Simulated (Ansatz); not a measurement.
Cost and result for the atomization energy of C3H6FNO, SMILES `C=NC(F)OC` (12 atoms, 11 bonds).

```xyz
12

C     1.705    0.154    1.402
N     0.536    0.071    0.945
C     0.313   -0.580   -0.307
F     1.463   -0.938   -0.952
O    -0.353    0.249   -1.178
C    -1.697    0.486   -0.819
H     1.856    0.663    2.354
H     2.583   -0.254    0.896
H    -0.256   -1.504   -0.113
H    -2.124    1.102   -1.609
H    -1.770    1.009    0.138
H    -2.258   -0.456   -0.756
```

Total charge 0; spin multiplicity 1. The geometry is a stationary point of PBE0-D4/def2-TZVP. It is one conformer, not always the lowest. Program: Ansatz. All runs use 4 threads of an Arm Neoverse V1 on a shared host. Times are those of one run each, without the atoms' runs, and a repeat can differ threefold. Electronic energies, without spin–orbit coupling; frozen cores. CCSD(T)/CBS adds CCSD(T) − MP2 in def2-TZVPP to the MP2 limit, and its time is that of the two runs behind it. T1 = 0.012. B3LYP takes the VWN-RPA correlation (the form of Gaussian; ORCA's B3LYP/G).

CCSD(T)/CBS is a level of theory with its own doubt, some kJ/mol a heavy atom from the limit and from the frozen cores, so smaller differences don't rank the functionals.

| level | functions | wall time | atomization (kcal/mol) | difference from CCSD(T)/CBS | per bond |
| --- | --- | --- | --- | --- | --- |
| PBE-D4/def2-TZVPP (with forces) | 270 | 2.8 s | 1173.2 | 41.2 | 3.7 |
| PBE0-D4/def2-TZVPP | 270 | 3.4 s | 1139.8 | 7.8 | 0.7 |
| B3LYP-D4/def2-TZVPP (with forces) | 270 | 5.5 s | 1135.1 | 3.1 | 0.3 |
| r2SCAN-D4/def2-TZVPP (with forces) | 270 | 6 s | 1135.0 | 3.0 | 0.3 |
| B2PLYP/def2-TZVPP | 270 | 7.5 s | 1123.0 | -9.0 | -0.8 |
| ωB97X-V/def2-TZVPP | 270 | 9 s | 1137.1 | 5.1 | 0.5 |
| ωB97M-V/def2-TZVPP (with forces) | 270 | 13 s | 1138.2 | 6.2 | 0.6 |
| MP2/def2-QZVPP | 522 | 32 s | 1144.8 | 12.8 | 1.2 |
| CCSD(T)/def2-TZVPP | 270 | 6.1 min | 1101.0 | -31.0 | -2.8 |
| CCSD(T)/CBS(def2) | – | 6.6 min | 1132.0 | 0.0 | 0.0 |

The D4 term adds +7.7 kcal/mol with B3LYP and +4.1 kcal/mol with PBE0; it sums over pairs of atoms, weighted by their polarisabilities, and B3LYP, whose exchange is more repulsive, gets the larger term. From PBE to PBE0 (25 % exact exchange), in def2-TZVPP and without D4, the atomization energy moves by −32.5 kcal/mol: exact exchange takes away binding that semilocal exchange gives to molecules. In def2-TZVPP, CCSD(T) changes the Hartree–Fock value by +317.5 kcal/mol (the triples alone add +20.8 kcal/mol) and MP2 by +342.9 kcal/mol; breaking electron pairs costs correlation energy, which Hartree–Fock lacks.
